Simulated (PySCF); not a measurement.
Si(H)3(Me) cation (CH₆Si), SMILES C[SiH3] (connectivity only; charge and spin as stated), charge +1, multiplicity 2. Atoms are numbered in the order given.

```xyz
8

Si     0.0000     0.0000     0.7827
C      0.0000     0.0000    -1.4957
H     -1.2612     0.7282     0.9740
H      1.2612     0.7282     0.9740
H      0.0000    -1.4564     0.9740
H     -0.9332    -0.5388    -1.6351
H      0.9332    -0.5388    -1.6351
H      0.0000     1.0776    -1.6351
```
Charge +1, spin multiplicity 2.

Geometry: B3LYP-D3(BJ)/def2-TZVP. The multiplicity is an assumed one; other spin states were not compared. The isomer is the one that the SMILES or the coordinates give; other isomers of the formula were not compared.

The numbers are results of ωB97X/def2-TZVPD (PySCF), not measurements.

Mulliken values depend strongly on the basis, most of all with diffuse functions as here. ESP charges are fitted to the potential on shells at 1.4 to 2.0 van der Waals radii. Atomic charges (e):

| atom | Mulliken | ESP fit | meta-Löwdin | Mulliken spin |
|---|---|---|---|---|
| Si1 | 0.39 | 0.65 | [?] | 0.35 |
| C2 | -0.74 | -0.18 | [?] | 0.40 |
| H3 | 0.07 | -0.01 | [?] | 0.01 |
| H4 | 0.07 | -0.01 | [?] | 0.01 |
| H5 | 0.07 | -0.01 | [?] | 0.01 |
| H6 | 0.38 | 0.18 | [?] | 0.07 |
| H7 | 0.38 | 0.18 | [?] | 0.07 |
| H8 | 0.37 | 0.18 | [?] | 0.07 |

Problem. Some entries are withheld; supply them. (Estimate from the structure and the level; the computed values follow.)

Solution. 
- Si1, meta-Löwdin: 0.71
- C2, meta-Löwdin: -0.24
- H3, meta-Löwdin: -0.02
- H4, meta-Löwdin: -0.02
- H5, meta-Löwdin: -0.02
- H6, meta-Löwdin: 0.19
- H7, meta-Löwdin: 0.19
- H8, meta-Löwdin: 0.19
